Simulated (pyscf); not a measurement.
Structures and frequencies: ωB97X-D3(BJ)/def2-SVP in PySCF. Correlated levels are frozen-core, on RHF or UHF. ΔMP2 is the change of the MP2 total energy from the triple- to the quadruple-zeta basis.

**Question.** For `[CH4]` + `[CH2]` [triplet] → `[CH3]` [doublet] + `[CH3]` [doublet], a hydrogen abstraction (triplet surface; C–H broken, C–H formed), PBE/def2-TZVP gives ΔE‡ = 20.3 kJ/mol and ΔE = -22.4 kJ/mol (zero: the separated reactants). In which direction and how far do r²SCAN/def2-TZVP, B3LYP-D3(BJ)/def2-TZVP, CCSD(T)/def2-TZVPP + ΔMP2(QZVPP) move these?

**Answer.** r²SCAN: ΔE‡ = 29.9 kJ/mol, ΔE = -28.8 kJ/mol; B3LYP-D3(BJ): ΔE‡ = 31.6 kJ/mol, ΔE = -28.1 kJ/mol; CCSD(T): ΔE‡ = 53.8 kJ/mol, ΔE = -17.8 kJ/mol. PBE's barrier lies under all of them, by 9.7 to 33.6 kJ/mol. Its reaction energy lies among theirs. Low barriers are usual for a GGA, whose delocalisation error favours stretched bonds. CH₃• + CH₃• also meet on a surface of lower spin, which isn't treated here. This is the saddle that the search found; another between the same sides may lie lower. The angle at the transferred H is 180°. The CCSD(T) − MP2 part came from Ansatz, without density fitting, on the same reference.
